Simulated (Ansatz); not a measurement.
Working through a single point in a Gaussian basis of BH₇Si₂, SMILES [SiH3]B[SiH3]

With the Python package of Ansatz (0.2.0).

The cells in order, each with its output:

**Cell 1**
```python
from pathlib import Path
import json
import warnings

import ansatz as az
```

**Cell 2**
```python
warnings.simplefilter('ignore', az.DeckWarning)
```

**Cell 3**
```python
molecule = (
    az.Crystal.molecule()
    .atom('Si', (-1.1357, 0.8718, -0.728))
    .atom('B', (0.6211, 0.2517, -0.5223))
    .atom('Si', (0.9526, -0.8957, 0.9819))
    .atom('H', (-1.9863, -0.1795, -1.1544))
    .atom('H', (-1.1984, 1.9599, -1.7862))
    .atom('H', (-1.6587, 1.4854, 0.5361))
    .atom('H', (1.2199, -0.0182, -1.5154))
    .atom('H', (0.3867, -2.1868, 0.7693))
    .atom('H', (0.4421, -0.2665, 2.2569))
    .atom('H', (2.4398, -1.0733, 1.1652))
)
```

**Cell 4**
```python
calc = molecule.calculation()
calc = calc.basis(gaussian='aug-cc-pVDZ')
calc = calc.correlation('CCSD')
calc = calc.orbitals()
print(calc.to_yaml())
done = calc.run(threads=1, backend='cpu', runs_dir='bh7si2_runs')
rep = done.report
```
Output:
```text
crystal:
  periodic: [false, false, false]
  atoms:
    - { symbol: Si, position_ang: [-1.1357, 0.8718, -0.728] }
    - { symbol: B, position_ang: [0.6211, 0.2517, -0.5223] }
    - { symbol: Si, position_ang: [0.9526, -0.8957, 0.9819] }
    - { symbol: H, position_ang: [-1.9863, -0.1795, -1.1544] }
    - { symbol: H, position_ang: [-1.1984, 1.9599, -1.7862] }
    - { symbol: H, position_ang: [-1.6587, 1.4854, 0.5361] }
    - { symbol: H, position_ang: [1.2199, -0.0182, -1.5154] }
    - { symbol: H, position_ang: [0.3867, -2.1868, 0.7693] }
    - { symbol: H, position_ang: [0.4421, -0.2665, 2.2569] }
    - { symbol: H, position_ang: [2.4398, -1.0733, 1.1652] }
basis:
  gaussian:
    orbitals: aug-cc-pVDZ
correlation:
  method: ccsd
output:
  orbitals: {}
```

**Cell 5**
```python
rep['n_occupied'], rep['n_virtual']
```
Output:
```text
([9, 9], [120, 120])
```

**Cell 6**
```python
rep['free_energy_ev']
```
Output:
```text
-16514.962437208163
```

**Cell 7**
```python
rep['published_state_doubts']
```
Output:
```text
[]
```

**Cell 8**
```python
for key in ('converged', 'free_energy_ev', 'reference_energy_ev', 'n_frozen', 'n_occupied', 'n_virtual'):
    print(f'{key:22s} {rep[key]}')
```
Output:
```text
converged              True
free_energy_ev         -16514.962437208163
reference_energy_ev    -16504.87317847007
n_frozen               11
n_occupied             [9, 9]
n_virtual              [120, 120]
```

**Cell 9**
```python
print('correlation energy', round(rep['free_energy_ev'] - rep['reference_energy_ev'], 5), 'eV')
cluster = rep['correlation'].get('coupled_cluster')
if cluster:
    print('cycles', cluster['cycles'], ' T1 diagnostic', round(cluster['t1_diagnostic'], 4), ' largest double', round(cluster['largest_double'], 4))

lines = Path(rep['orbitals_path']).read_text().splitlines()
field_of = lambda key: [line.split('=')[1].strip() for line in lines if line.startswith(key)]
orbitals = [(27.211386 * float(e), s, float(n)) for e, s, n in zip(field_of('Ene='), field_of('Spin='), field_of('Occup='))]
homo = max(e for e, _, n in orbitals if n > 0.5)
lumo = min(e for e, _, n in orbitals if n < 0.5)
for e, spin, n in sorted(orbitals):
    if homo - 15 < e < lumo + 5:
        print(f'{spin:6s} {e:10.3f} eV  occupation {n:.0f}')
with open('bh7si2.json', 'w') as handle:
    json.dump({k: rep[k] for k in ('free_energy_ev', 'reference_energy_ev', 'n_occupied', 'n_virtual')}, handle, indent=1)
```
Output:
```text
correlation energy -10.08926 eV
cycles 9  T1 diagnostic 0.0146  largest double 0.0238
Alpha     -21.611 eV  occupation 2
Alpha     -19.522 eV  occupation 2
Alpha     -16.979 eV  occupation 2
Alpha     -13.893 eV  occupation 2
Alpha     -13.420 eV  occupation 2
Alpha     -13.256 eV  occupation 2
Alpha     -12.689 eV  occupation 2
Alpha     -11.946 eV  occupation 2
Alpha     -10.745 eV  occupation 2
Alpha       0.275 eV  occupation 0
Alpha       1.055 eV  occupation 0
Alpha       1.213 eV  occupation 0
Alpha       1.218 eV  occupation 0
Alpha       1.723 eV  occupation 0
Alpha       1.852 eV  occupation 0
Alpha       2.017 eV  occupation 0
Alpha       2.070 eV  occupation 0
Alpha       2.074 eV  occupation 0
Alpha       2.289 eV  occupation 0
Alpha       2.616 eV  occupation 0
Alpha       2.634 eV  occupation 0
Alpha       2.814 eV  occupation 0
Alpha       2.907 eV  occupation 0
Alpha       3.050 eV  occupation 0
Alpha       3.279 eV  occupation 0
Alpha       3.621 eV  occupation 0
Alpha       3.925 eV  occupation 0
Alpha       4.485 eV  occupation 0
Alpha       4.544 eV  occupation 0
Alpha       4.788 eV  occupation 0
```

It writes `bh7si2.json`:
```json
{
 "free_energy_ev": -16514.962437208163,
 "reference_energy_ev": -16504.87317847007,
 "n_occupied": [
  9,
  9
 ],
 "n_virtual": [
  120,
  120
 ]
}
```

Total energies depend on the basis set; only differences at equal settings carry meaning. The geometry is a force-field or estimated start, not a minimum of this method, and the basis set is short of its limit. Alpha marks a spatial orbital of a restricted run, filled by both spins. Levels such as HOMO and LUMO are orbital energies: in Hartree-Fock the gap is too wide and the LUMO hangs on the basis. Inner cores stay frozen, so this is valence correlation. It ran for 15 s on 1 thread of Arm Neoverse V2, on a shared host, peak memory 0.93 GiB.
